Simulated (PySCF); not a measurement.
Compound: C₂H₄Si (triplet state).
Cartesian coordinates in Å at the GFN2-xTB level; atoms count from 1:
```
atom  x, y, z in Å
C1    -0.9413    0.3505   -0.0498
C2    -0.0635   -0.6623    0.0950
Si3    1.7189   -0.4346    0.4478
H4    -0.6448    1.3823    0.0354
H5    -1.9821    0.1683   -0.2582
H6    -0.4278   -1.6775   -0.0029
H7     2.3440    0.8782    0.6051
```

The hyperfine couplings belong to this conformer and change with its torsions.

The species is `C=C[SiH]` [triplet].

Method: PySCF 2.14.0, UKS B3LYP, pcH-1 on C H Si, non-relativistic, mean-field spin-orbit, GIAO. Isolated species at its GFN2-xTB geometry (one conformer only). This triplet need not be the ground state; the singlet was not compared here. A GFN2-xTB geometry isn't a minimum of the functional, and hyperfine couplings can be far from their values at a DFT geometry, by a factor of two or more for some ions and for spin on atoms past the first row.

(1) Match the computed a_iso(13C) values +30.7, +22.9 MHz with the sites C1; C2.

(2) The isotropic 1H couplings are +82.1, -7.3, +2.3, -0.3 MHz. Assign them to H4; H5; H6; H7.

Results:

(1) 
```csv
site,a_iso (MHz),ρ(0) (bohr⁻³),position,distance from Si3 (Å),spin population,largest |T| (MHz)
C1,+30.7,+0.0547,2 bonds from Si3,2.82,+0.35,25.3
C2,+22.9,+0.0408,1 bond from Si3,1.83,-0.13,14.1
```

(2) 
| site | a_iso (MHz) | ρ(0) (bohr⁻³) | position | distance from Si3 (Å) | bound to | spin population there | largest \|T\| (MHz) |
| --- | --- | --- | --- | --- | --- | --- | --- |
| H4 | -7.3 | -0.0033 | 3 bonds from Si3, on C1 of spin population +0.35 | 3.01 | C1 | +0.35 | 6.2 |
| H5 | +2.3 | +0.0010 | 3 bonds from Si3, on C1 of spin population +0.35 | 3.82 | C1 | +0.35 | 8.2 |
| H6 | -0.3 | -0.0001 | 2 bonds from Si3, on C2 of spin population -0.13 | 2.52 | C2 | -0.13 | 5.5 |
| H7 | +82.1 | +0.0367 | 1 bond from Si3 | 1.46 | Si3 | +1.74 | 7.2 |

ρ(0) is the spin density at the nucleus and T the dipolar tensor; a_iso includes a spin–orbit part. The Mulliken spin populations are largest on Si3 (+1.74), C1 (+0.35) and C2 (-0.13).

Examples of negative spin density at the nucleus (bohr⁻³): H4 (-0.0033).

The run took 22 s of wall time on an Arm Neoverse V2 with one thread, no GPU, shared host.
